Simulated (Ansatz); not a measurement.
## Molecular dynamics, step by step

CH₇ClN (SMILES [NH4+].CCl) (charge +1), closed shell, PBE0-D4/def2-SVP (Ansatz 0.2.0). Settings (timestep in fs, temperature in K; T counts 24 degrees of freedom):

```yaml
hamiltonian: {xc: pbe0, dispersion: d4}
md: {n_steps: 30, timestep: 0.75, temperature: 300, ensemble: nvt_nose_hoover, seed: 295, initial_velocities: maxwell_boltzmann}
```

Start (the SMILES describes the start alone):

```json
{"atom": "N1", "x (Å)": "-0.2446", "y (Å)": "0.1124", "z (Å)": "-2.0447"}
{"atom": "H2", "x (Å)": "-0.0012", "y (Å)": "1.0323", "z (Å)": "-2.4150"}
{"atom": "H3", "x (Å)": "0.4932", "y (Å)": "-0.5527", "z (Å)": "-2.2794"}
{"atom": "H4", "x (Å)": "-1.1225", "y (Å)": "-0.1980", "z (Å)": "-2.4643"}
{"atom": "H5", "x (Å)": "-0.3602", "y (Å)": "0.1724", "z (Å)": "-0.9986"}
{"atom": "C6", "x (Å)": "0.3635", "y (Å)": "-0.1706", "z (Å)": "2.1385"}
{"atom": "Cl7", "x (Å)": "-0.8747", "y (Å)": "0.4369", "z (Å)": "0.9899"}
{"atom": "H8", "x (Å)": "1.2887", "y (Å)": "0.3688", "z (Å)": "1.9582"}
{"atom": "H9", "x (Å)": "0.4771", "y (Å)": "-1.2392", "z (Å)": "1.9819"}
{"atom": "H10", "x (Å)": "-0.0194", "y (Å)": "0.0375", "z (Å)": "3.1336"}
```

```
step  time (fs)  potential energy less the start (meV)  kinetic energy (meV)  T (K)
   0       0.00                                    0.0                 310.2    300
   2       1.50                                   78.6                 235.9    228
   4       3.00                                   93.6                 220.9    214
   6       4.50                                   35.0                 276.2    267
   8       6.00                                   75.3                 237.9    230
  10       7.50                                  126.9                 188.7    182
  12       9.00                                   71.4                 242.0    234
  14      10.50                                   32.2                 279.0    270
  16      12.00                                  113.2                 202.5    196
  18      13.50                                  111.0                 203.8    197
  20      15.00                                   64.3                 248.0    240
  22      16.50                                  121.7                 193.3    187
  24      18.00                                  165.4                 151.5    147
  26      19.50                                  106.3                 208.2    201
  28      21.00                                   83.6                 229.5    222
  30      22.50                                  169.8                 148.1    143
```

Step 12, positions (Å) and forces (eV/Å):

```json
{"atom": "N1", "x": "-0.219", "y": "0.117", "z": "-2.087", "Fx": "0.045", "Fy": "-0.165", "Fz": "0.219"}
{"atom": "H2", "x": "-0.100", "y": "0.978", "z": "-2.623", "Fx": "0.058", "Fy": "0.219", "Fz": "-0.120"}
{"atom": "H3", "x": "0.570", "y": "-0.516", "z": "-2.254", "Fx": "0.053", "Fy": "-0.044", "Fz": "-0.132"}
{"atom": "H4", "x": "-1.093", "y": "-0.342", "z": "-2.363", "Fx": "-0.092", "Fy": "-0.075", "Fz": "-0.078"}
{"atom": "H5", "x": "-0.270", "y": "0.322", "z": "-1.060", "Fx": "-0.123", "Fy": "0.047", "Fz": "0.222"}
{"atom": "C6", "x": "0.375", "y": "-0.174", "z": "2.120", "Fx": "-1.238", "Fy": "-1.940", "Fz": "0.495"}
{"atom": "Cl7", "x": "-0.892", "y": "0.440", "z": "1.019", "Fx": "-0.016", "Fy": "0.151", "Fz": "-0.344"}
{"atom": "H8", "x": "1.326", "y": "0.216", "z": "1.847", "Fx": "1.032", "Fy": "0.632", "Fz": "-0.248"}
{"atom": "H9", "x": "0.381", "y": "-1.310", "z": "2.035", "Fx": "-0.015", "Fy": "1.283", "Fz": "0.208"}
{"atom": "H10", "x": "0.051", "y": "0.135", "z": "3.129", "Fx": "0.297", "Fy": "-0.107", "Fz": "-0.223"}
```

Step 16, positions (Å) and forces (eV/Å):

```
atom       x       y       z      Fx      Fy      Fz
  N1  -0.210   0.117  -2.099  -0.480   0.581   0.042
  H2  -0.126   0.960  -2.690  -0.084  -0.203   0.152
  H3   0.577  -0.495  -2.271   0.621  -0.368  -0.040
  H4  -1.067  -0.396  -2.330  -0.137   0.054  -0.097
  H5  -0.263   0.380  -1.081   0.019  -0.096   0.095
  C6   0.373  -0.189   2.117   1.112   2.280  -0.569
 Cl7  -0.898   0.442   1.027   0.017   0.099  -0.273
  H8   1.381   0.209   1.813  -0.888  -0.276   0.202
  H9   0.349  -1.227   2.078  -0.044  -2.311  -0.117
 H10   0.124   0.158   3.106  -0.135   0.240   0.605
```

Step 24, positions (Å) and forces (eV/Å):

```csv
atom,x,y,z,Fx,Fy,Fz
N1,-0.195,0.120,-2.121,0.060,-0.344,0.066
H2,-0.197,0.891,-2.794,-0.033,0.221,-0.014
H3,0.641,-0.461,-2.285,-0.069,0.169,0.178
H4,-1.020,-0.471,-2.280,-0.089,0.030,-0.027
H5,-0.240,0.460,-1.126,0.053,-0.116,-0.002
C6,0.384,-0.193,2.106,-1.269,-1.961,1.319
Cl7,-0.910,0.447,1.041,0.143,0.058,-0.143
H8,1.334,0.139,1.765,1.117,0.233,-0.649
H9,0.288,-1.354,2.145,0.264,2.009,-0.097
H10,0.240,0.231,3.130,-0.177,-0.299,-0.632
```

Last step (30):

N1  (-0.184, 0.119, -2.137)
H2  (-0.259, 0.859, -2.854)
H3  (0.686, -0.404, -2.261)
H4  (-0.990, -0.511, -2.247)
H5  (-0.212, 0.493, -1.162)
C6  (0.385, -0.211, 2.111)
Cl7  (-0.918, 0.450, 1.051)
H8  (1.376, 0.083, 1.655)
H9  (0.277, -1.239, 2.177)
H10  (0.286, 0.254, 3.077)
(Å)

Hardware: 4 CPU threads of an Arm Neoverse V2, shared host. Wall time about 21 s.
